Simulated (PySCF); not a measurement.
Species: C3H2N2.
Cartesian coordinates in Å at the GFN2-xTB level; atoms count from 1:
```
atom  x, y, z in Å
N1     2.4055   -0.5223    0.1286
C2     1.3554   -0.0779    0.0299
C3     0.0478    0.4636   -0.1175
C4    -1.1273   -0.4001    0.0303
N5    -0.9306    0.3196    1.0263
H6    -0.0129    1.3718   -0.7097
H7    -1.7345   -1.1499   -0.4150
```

The calculation used PySCF, TDDFT PBE0/def2-SVPD, vertical, gas phase, core orbitals frozen in the response.

Ground-to-excited transition dipoles (e·a0, same axes as the geometry; the sign carries no meaning), for the states with f of 0.002 or more among the lowest 6:

| state | E (hartree) | μx | μy | μz |
| --- | --- | --- | --- | --- |
| S1 | 0.1851 | -0.153 | -0.020 | 0.024 |
| S2 | 0.2508 | 0.306 | 0.075 | -0.054 |
| S3 | 0.2555 | -0.299 | -0.017 | 0.089 |
| S4 | 0.2719 | 0.040 | -0.224 | -0.377 |
| S5 | 0.2766 | 0.631 | 0.114 | -0.013 |
| S6 | 0.2807 | 0.341 | 0.163 | -0.056 |

Q: What oscillator strength does each state have?

A: f = (2/3) ΔE |μ|² with ΔE in hartree (27.2114 eV).

```
state  |μ|² (au)  |μ| (D)      f
   S1      0.024     0.40  0.003
   S2      0.102     0.81  0.017
   S3      0.097     0.79  0.017
   S4      0.194     1.12  0.035
   S5      0.412     1.63  0.076
   S6      0.146     0.97  0.027
```

Q: Which bond between heavy atoms lies closest to the direction of the S5 transition dipole?

A: C3–C4, at 26° from it; next C2–C3 and N1–C2 at 33°.

Q: What angle do the transition dipoles of S4 and S6 make?

A: |cos θ| = |μa·μb| / (|μa| |μb|) = 0.01, so θ ≈ 89° (taken between 0 and 90°, since the signs are arbitrary).

Q: How is the summed strength of these states shared among x, y and z?

A: (2/3) Σ ΔE μα² gives 0.129 for x, 0.017 for y and 0.028 for z, 0.175 in all.

Q: What peak molar absorption coefficient would the strongest computed level give as a lone Gaussian band 0.5 eV wide at half height?

A: ε(max) = 2.175×10⁸ f / FWHM, with the width in cm⁻¹. S5: 2.175×10⁸ × 0.0759 / 4033 ≈ 4100 L mol⁻¹ cm⁻¹.
